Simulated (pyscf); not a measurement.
PySCF, gas phase, ωB97X-D3(BJ)/def2-SVP geometries.

Problem. Estimate the classical barrier height and the reaction energy of O=CH–O–SiH₃ + H₂ -> O=CH–OH + SiH₄ at ωB97M-D3(BJ)/def2-TZVP. The step runs on the singlet surface, breaks O–Si, H–H and forms H–O, H–Si; take the separated reactants as zero.

Solution. ΔE‡ = 59.8 kcal/mol, ΔE = +13.1 kcal/mol. Zero-point energy shifts the barrier by +1.7 kcal/mol. It is a four-centre exchange, with an imaginary mode of 1406i cm⁻¹. One saddle was located; it need not be the lowest between these sides.
